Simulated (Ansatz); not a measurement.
# BH₂− (singlet): wave-function methods side by side at angle H2–B1–H3 = 180.0°, 6-31++G**

One table from this session's results is given with a row withheld; the runs are named, their logs left out.

Method: 6-31++G**, core rule «outside noble gas», up to 1 orbitals frozen; program: Ansatz 0.2.0, Gaussian basis.

The runs, in order: UHF; CCSD(T) on RHF; CCSD(T) on UHF; BCCD(T) on RHF; CISD; CCSDT(Q) on RHF; CCSDT(Q) on UHF; CCSDTQ on RHF; CASSCF and MRCISD+Q, 2 electrons in 2 orbitals; CASSCF and NEVPT2, 2 electrons in 2 orbitals; CASSCF and MRCISD+Q, 6 electrons in 6 orbitals; CASSCF and MRCISD+Q(relaxed), 6 electrons in 6 orbitals; CASSCF and NEVPT2, 6 electrons in 6 orbitals; Full CI.

7 further runs of the same task are left out: 5 that didn't finish, 2 set aside as unsound or not needed.

### The geometry

The geometry derives from a PBE0/def2-TZVPD stationary point (not a proven minimum). One angle is set to the value named; bond lengths are kept.

3 atoms, charge -1, spin multiplicity 1.

Atoms are counted from 1 here; the program's logs count them from 0.

Bond lengths: B1–H2 1.247 Å, B1–H3 1.247 Å. Angles: H2–B1–H3 180.0°.

Set-up of the first run:

in.yaml reads:

```yaml
crystal:
  periodic: [false, false, false]
  atoms:
    - {symbol: B, position_ang: [0.000000, 0.000000, 0.000000]}
    - {symbol: H, position_ang: [0.000000, 0.000000, -1.247119]}
    - {symbol: H, position_ang: [0.000000, 0.000000, 1.247119]}
basis:
  gaussian: {orbitals: "6-31++G**"}
total_charge: -1
magnetization: {spin_polarized: true, initial_magnetization: 0}
hamiltonian: {xc: hf}
output: {orbitals: {seedname: orbitals}}
```

Run with:

```bash
ansatz run in.yaml --threads 1 --pin off --events-out ev --progress --plain --max-ram 2393MiB
```

Steps of the session up to this table: UHF; CCSD(T) on RHF; CCSD(T) on UHF; BCCD(T) on RHF; CISD; CCSDT(Q) on RHF; CCSDT(Q) on UHF; CCSDTQ on RHF; CASSCF and MRCISD+Q, 2 electrons in 2 orbitals; CASSCF and NEVPT2, 2 electrons in 2 orbitals; CASSCF and MRCISD+Q, 6 electrons in 6 orbitals; CASSCF and MRCISD+Q(relaxed), 6 electrons in 6 orbitals; CASSCF and NEVPT2, 6 electrons in 6 orbitals; Full CI.

One of the session's tables, all rows but one given; the rest of the session is left out.

```
                   method  from FCI (meV)
                      RHF         +3409.4
                     RMP2          +854.8
                     CISD          +406.5
                    RCCSD          +241.0
                 RCCSD(T)               ?
                  BCCD(T)          +126.4
                   RCCSDT           +24.8
                RCCSDT(Q)            -7.6
                  RCCSDTQ            +0.9
           CASSCF valence         +2205.3
           NEVPT2 valence          +794.2
           MRCISD valence          +200.2
         MRCISD+Q valence            -6.8
MRCISD+Q(relaxed) valence           -28.9
                      FCI               0
```

Q: Estimate the row for RCCSD(T) from the others.

**Answer.** from FCI (meV): +126.6. In the column «from FCI (meV)» it lies between BCCD(T) (+126.4) and MRCISD valence (+200.2).

Among the levels timed on like hardware and quicker than the yardstick, those that no quicker one beats, quickest first: BCCD(T) (0.36 s, +126.4 meV); MRCISD+Q valence (0.78 s, -6.8 meV). Runs this short are mostly start-up, so their order is noise.

Left out of the table: CASSCF pair, NEVPT2 pair, MRCISD pair, MRCISD+Q pair (the active space lost an orbital or holds another state than full CI finds).

To keep in mind: The report flags that the cluster equations may have other roots. The yardstick is full CI for this spin, exact in this basis with these frozen cores. Left out of the table: UHF, UMP2, UCCSD, UCCSD(T), UCCSDT, UCCSDT(Q) (another determinant or state than the rows shown). The program flags RCCSDT(Q), RCCSDTQ as in doubt, so those rows may rest on another solution; read them beside their warnings. RCCSDT(Q), MRCISD+Q valence, MRCISD+Q(relaxed) valence fall below full CI, which methods that aren't variational can do. With 2.0 effectively unpaired electrons against 0 the state is strongly multireference. Of the multireference levels listed MRCISD+Q valence comes nearest in total energy (-6.8 meV), which doesn't show that its space is the better one. Warnings in the runs' records: other roots, large difference, passed over end.
